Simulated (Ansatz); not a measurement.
Input file:

```yaml
crystal:
  periodic: [false, false, false]
  atoms:
    - {symbol: As, position_ang: [0.000000, -0.038750, 0.000000]}
    - {symbol: H, position_ang: [0.000000, 1.440178, -2.686418]}
    - {symbol: H, position_ang: [0.000000, 1.440178, 2.686418]}
basis:
  gaussian: {orbitals: cc-pVDZ}
total_charge: 1
magnetization: {spin_polarized: true, initial_magnetization: 2}
correlation: {method: ccsd_t, electrons: valence}
output: {forces: true}
```

```sh
$ ansatz run in.yaml --threads 1 --pin off --events-out ev --progress --plain --max-ram 2393MiB
```

Log:

```
419 factors; integrals over basis functions are off by at most 2.2e-4 eV
mean field evaluation 1: about -60806.5918 eV, gradient 1.0e1 eV
mean field evaluation 2: about -60806.5937 eV, gradient 1.0e1 eV
mean field evaluation 4: about -60808.4372 eV, gradient 2.6e0 eV
mean field evaluation 8: about -60808.2398 eV, gradient 1.8e-1 eV
mean field evaluation 16: about -60812.1460 eV, gradient 1.7e-3 eV
mean field evaluation 32: about -60812.1512 eV, gradient 3.6e-4 eV
mean field evaluation 64: about -60812.6380 eV, gradient 1.1e-5 eV
mean field evaluation 96: about -60808.2445 eV, gradient 2.1e-5 eV
mean field evaluation 128: about -60810.6154 eV, gradient 1.1e1 eV
mean field evaluation 160: about -60812.0631 eV, gradient 2.2e-6 eV
...
cycle  19  -2.04399498 eV  change    1.3e-7 eV  update   6.6e-7
cycle  20  -2.04399480 eV  change    1.8e-7 eV  update   5.8e-7
cycle  21  -2.04399489 eV  change   -9.2e-8 eV  update   4.4e-7
cycle  22  -2.04399484 eV  change    5.1e-8 eV  update   3.4e-7
cycle  23  -2.04399485 eV  change   -1.4e-8 eV  update   2.7e-7
cycle  24  -2.04399495 eV  change   -9.4e-8 eV  update   2.2e-7
cycle  25  -2.04399506 eV  change   -1.2e-7 eV  update   1.9e-7
cycle  26  -2.04399526 eV  change   -1.9e-7 eV  update   1.6e-7
cycle  27  -2.04399531 eV  change   -5.1e-8 eV  update   1.2e-7
cycle  28  -2.04399542 eV  change   -1.1e-7 eV  update   9.1e-8
perturbative correction -0.04039897 eV, -0.0014846348 hartree
the calculation of the forces begins
WARN: the results are in doubt because the forces break the atoms' symmetry
Total energy: -60814.72235704 eV, -2234.8998249220 hartree
Atom 0 at     0.000000    -0.038750     0.000000 Å, force     0.000000     0.243052     0.023767 eV/Å
Atom 1 at     0.000000     1.440178    -2.686418 Å, force    -0.000000    -0.114984     0.228551 eV/Å
Atom 2 at     0.000000     1.440178     2.686418 Å, force     0.000000    -0.128068    -0.252318 eV/Å
Dipole moment:     0.000000     0.030992    -0.054552 e Å
In doubt: the forces break the atoms' symmetry
```

Ran on 1 thread of Intel Xeon 6975P-C, shared host: 16 s wall, 0.18 GiB peak host memory.
